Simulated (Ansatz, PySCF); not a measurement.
Species: C4H6, charge 0, singlet. C4H6 (SMILES CC#CC).
B3LYP-D3(BJ)/def2-TZVP minimum from Ansatz (a quantum-chemistry and plane-wave program):
```xyz
10

C     -0.0002     0.0011     2.0565
C     -0.0001     0.0003     0.6006
C      0.0001    -0.0003    -0.6006
C      0.0002    -0.0011    -2.0565
H     -0.0090     1.0202     2.4498
H     -0.8782    -0.5156     2.4506
H      0.8864    -0.5005     2.4508
H     -0.0085     1.0175    -2.4509
H      0.8870    -0.5032    -2.4500
H     -0.8777    -0.5183    -2.4502
```
Charge 0, spin multiplicity 1.

Wanted: enthalpy of formation at 298 K (by atomisation, with ideal-gas terms from PySCF's Hessian at B3LYP-D3(BJ)/def2-TZVP and the atoms' measured values of the G2/97 table; no spin-orbit terms), in kcal/mol. UHF or UKS for unpaired electrons; spin-orbit terms are left out. CBS(X,Y): correlation extrapolated as X^-3, Hartree-Fock from the larger set. A bracket is a step between two methods taken in the basis named. The functionals are non-relativistic, so their misses hold any scalar relativity. 'core' is core correlation in cc-pwCVTZ, 'X2C' scalar relativity in cc-pVTZ-DK, both at CCSD(T). For partners of very few electrons the exact lower level stands in for a higher one.

Measured: 34.8 kcal/mol, 145.8 kJ/mol (Active Thermochemical Tables 1.112 (ions: stationary electron), as tabulated in the package chemicals); atomic spin-orbit terms, which the calculations lack, would raise the computed values.

**Question.** What does PBE/def2-TZVPD (Ansatz) give here, and how do the other levels compare?

**Answer.** PBE gives 14.5 kcal/mol, 20.3 kcal/mol below it. Errors of the others: r2SCAN/def2-TZVPD (Ansatz) 0.8; B3LYP/def2-TZVPD (Ansatz) 5.2; PBE0/def2-TZVPD (Ansatz) -4.3; wB97M-V/def2-TZVPD (Ansatz) 0.9; CCSD(T)/CBS(cc-pVTZ,cc-pVQZ) + core + X2C (Ansatz) -0.2; CCSD(T)/CBS(cc-pVTZ,cc-pVQZ) + [CCSDT(Q) - CCSD(T)]/cc-pVDZ + core + X2C (Ansatz) -0.8 kcal/mol. Nearer than PBE: r2SCAN/def2-TZVPD, B3LYP/def2-TZVPD, PBE0/def2-TZVPD, wB97M-V/def2-TZVPD, CCSD(T)/CBS(cc-pVTZ,cc-pVQZ) + core + X2C, CCSD(T)/CBS(cc-pVTZ,cc-pVQZ) + [CCSDT(Q) - CCSD(T)]/cc-pVDZ + core + X2C.
